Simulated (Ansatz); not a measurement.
MgF₂⁻. Total charge -1; doublet. Geometry r2SCAN-D4/def2-TZVPD.

| atom | x (Å) | y (Å) | z (Å) |
| --- | --- | --- | --- |
| Mg1 | 0.4181 | 0.1982 | -0.3460 |
| F2 | -0.7077 | -1.0812 | -0.9921 |
| F3 | 0.2895 | 0.8830 | 1.3381 |

LC-ωPBE has ω = 0.4 bohr⁻¹. At PBE-D4/def2-SVPD, revPBE-D4/def2-TZVPD, BLYP-D4/def2-TZVPD, r2SCAN-D4/def2-TZVPD the highest occupied level of the charge -1 doublet lies above zero (up to 1.26 eV). By energy differences its removal costs 1.29 eV (vertical, to the charge 0 singlet, at CCSD(T)/def2-TZVPPD). The structure comes from a short search, and lower isomers may exist.

(1) Estimate the α-spin orbital energies around the gap (eV) in Ansatz with PBE-D4/def2-SVPD, revPBE-D4/def2-TZVPD, BLYP-D4/def2-TZVPD, r2SCAN-D4/def2-TZVPD, LC-ωPBE/def2-TZVPD.

Answers

(1) 
| orbital | PBE-D4/def2-SVPD | revPBE-D4/def2-TZVPD | BLYP-D4/def2-TZVPD | r2SCAN-D4/def2-TZVPD | LC-ωPBE/def2-TZVPD |
| --- | --- | --- | --- | --- | --- |
| HOMO−9 | -41.81 | -41.24 | -41.29 | -42.64 | -47.18 |
| HOMO−8 | -20.81 | -21.33 | -21.13 | -22.85 | -27.12 |
| HOMO−7 | -20.72 | -21.25 | -21.05 | -22.77 | -27.02 |
| HOMO−6 | -3.77 | -3.63 | -3.63 | -4.07 | -8.64 |
| HOMO−5 | -3.27 | -3.14 | -3.15 | -3.59 | -8.10 |
| HOMO−4 | -2.89 | -2.79 | -2.80 | -3.25 | -7.79 |
| HOMO−3 | -2.88 | -2.79 | -2.79 | -3.23 | -7.74 |
| HOMO−2 | -2.72 | -2.64 | -2.64 | -3.09 | -7.56 |
| HOMO−1 | -2.61 | -2.52 | -2.52 | -2.97 | -7.44 |
| HOMO | 1.07 | 1.10 | 1.26 | 0.98 | -1.55 |
| LUMO | 2.86 | 2.84 | 3.01 | 3.04 | 4.23 |
| LUMO+1 | 3.25 | 3.19 | 3.33 | 3.59 | 4.43 |
| LUMO+2 | 3.37 | 3.33 | 3.45 | 3.66 | 4.76 |
| LUMO+3 | 4.63 | 4.43 | 4.54 | 4.83 | 6.22 |
| LUMO+4 | 4.86 | 4.86 | 5.08 | 5.41 | 7.05 |
| LUMO+5 | 5.91 | 5.97 | 6.06 | 6.37 | 7.90 |
| β HOMO | -2.58 | -2.49 | -2.49 | -2.95 | -7.42 |
| β LUMO | 2.27 | 2.26 | 2.28 | 2.27 | 4.33 |
